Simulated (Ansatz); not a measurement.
**Scan of the H4–Si2–F3 angle**

SiHF$_{2}$ (SMILES F[SiH]F), doublet, at its PBE0-D4/def2-TZVP minimum:

```
4
angstrom
F 1.2744 0.6255 -0.4117
Si -0.0276 -0.2853 -0.3162
F -1.2828 0.6912 -0.2481
H 0.0359 -1.0314 0.9760
```

The angle H4–Si2–F3 (107.6° at the minimum) is set to the values below, H4, with anything bonded beyond it, turning rigidly in the plane of the angle. Each method's energies count from its own value at the PBE0-D4 minimum structure. Computed with Ansatz 0.2.0 (basis: def2-TZVPP); correlated methods freeze the cores; orbitals are unrestricted. B3LYP uses VWN-RPA correlation.

| angle (°) | CCSD(T) (kJ/mol) | r2SCAN-D4 (kJ/mol) | PBE-D4 (kJ/mol) | HF (kJ/mol) |
| --- | --- | --- | --- | --- |
| 83.6 | ? | 41.3 | 38.0 | 51.1 |
| 89.6 | ? | 22.4 | 20.5 | 27.9 |
| 95.6 | ? | 9.6 | 8.7 | 12.3 |
| 101.6 | 2.7 | 2.3 | 2.1 | 3.2 |
| 107.6 | 0.0 | 0.0 | 0.0 | 0.0 |
| 113.6 | 2.0 | 2.2 | 2.1 | 2.1 |
| 119.6 | 8.2 | 8.4 | 8.1 | 9.0 |
| 125.6 | 18.4 | 18.5 | 17.6 | 20.4 |
| 131.6 | 32.2 | 32.0 | 30.3 | 36.0 |

Fill in the withheld CCSD(T) values. (Judge from chemistry; the value comes from the calculation.)

By the calculation: 44.4 kJ/mol at 83.6°; 24.3 kJ/mol at 89.6°; 10.6 kJ/mol at 95.6°. These count from the CCSD(T) energy at the PBE0-D4 minimum.

Minimum and curvature along this coordinate at CCSD(T): A fifth-order fit through the nearest points gives 108.0°, with a curvature of about 1.3 meV/deg².

Largest difference from the CCSD(T) curve over the scan: PBE0-D4 3.4; B3LYP-D4 3.7; wB97M-V 4.9; MP2 1.6 kJ/mol. Each curve counts from its own value at the minimum.

No T1 diagnostic of these runs exceeds 0.016. ⟨S²⟩ of the unrestricted Hartree–Fock references: 0.75 to 0.76 (a pure state has 0.75).

For scale, one of the runs: CCSD(T)/def2-TZVPP, 118 basis functions (an equivalent command: `ansatz run in.yaml --threads 2`). The run took 24 s on 2 CPU threads (shared host), with 1.1 GiB of host memory at its peak.
